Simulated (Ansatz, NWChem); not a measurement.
**C4H6 (1,2-butadiene): from total energies to a heat of formation**

The species is C4H6 (10 atoms), meant as a singlet with charge 0. As SMILES, `C=C=CC`. The coordinates come from a PBE0-D4/def2-TZVP relaxation.

Total energies at PBE/cc-pVDZ (NWChem 7.3.0); the atoms run unrestricted:

```tsv
species	state	energy (Eh)
C4H6	singlet	-155.758903
C	triplet	-37.788538
H	doublet	-0.498628
```

Harmonic wavenumbers at PBE0-D4/def2-TZVP, in cm⁻¹: 171, 210, 344, 543, 577, 876, 891, 898, 1015, 1057, 1093, 1159, 1359, 1400, 1467, 1475, 1501, 2077, 3044, 3101, 3136, 3139, 3153, 3215.

Measured heats of formation of the gaseous atoms at 298.15 K, in kJ/mol: C 716.9, H 218.0. Spin-orbit lowering of the atoms at 298 K (mean of the ground term's levels less their thermal mean, from spectra), in kJ/mol: C 0.02. Take 1 Eh = 2625.50 kJ/mol, 1 cm⁻¹ = 0.0119627 kJ/mol, RT = 2.479 kJ/mol.

Work out the heat of formation of the gas at 298 K.


1. Electronic atomisation energy: 4 × (-37.788538) + 6 × (-0.498628) − (-155.758903) = 1.612983 Eh = 4234.9 kJ/mol.
2. Zero-point energy: half the sum of the wavenumbers, 18450.5 cm⁻¹ = 220.7 kJ/mol.
3. Thermal vibrational enthalpy, Σ hcν̃/(exp(hcν̃/kT) − 1): 5.8 kJ/mol. Translation, rotation and pV of a non-linear molecule: 4 RT = 9.9 kJ/mol.
4. The 10 free atoms carry 5/2 RT each: 62.0 kJ/mol.
5. Spin-orbit coupling lowers the free atoms by 4 × 0.02 = 0.1 kJ/mol.
6. Atomisation enthalpy at 298 K: 4234.9 − 0.1 − 220.7 − 5.8 − 9.9 + 62.0 = 4060.4 kJ/mol.
7. Sum of the atoms' heats of formation: 4175.6 kJ/mol. Heat of formation: 4175.6 − 4060.4 = +115.2 kJ/mol.

The tabulated value is +162.3 kJ/mol (CRC Handbook of Chemistry and Physics), so this level is off by -47.1 kJ/mol, or 1.2 % of the atomisation enthalpy that the table implies (4013.2 kJ/mol). Gradient-corrected functionals often overbind somewhat. Anharmonicity and any spin-orbit splitting of the molecule are left out.
